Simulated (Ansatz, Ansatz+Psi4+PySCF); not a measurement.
```xyz
2

Li    0.0000    0.0000    0.0000
O     0.0000    0.0000    1.8298
```

Basis set: cc-pCVTZ on Li; cc-pVTZ on O (spherical functions). Left uncorrelated: 1 orbital. Charge 0, multiplicity 2.

Computed with Ansatz (development build ahead of 0.2.0); the reference of a correlated method needn't be the lowest determinant of its kind.

The atomization energy at this shape (free ground-state atoms in the same class of orbitals less the molecule, no zero-point energy) of doublet LiO:

```json
{"method": "UHF-CCSD(T)", "atomization energy": "77.54 kcal/mol"}
```

Problem. What does UHF-CCSD give?

Solution. 75.07 kcal/mol. Caution: the reference determinant was not shown to be the lowest.
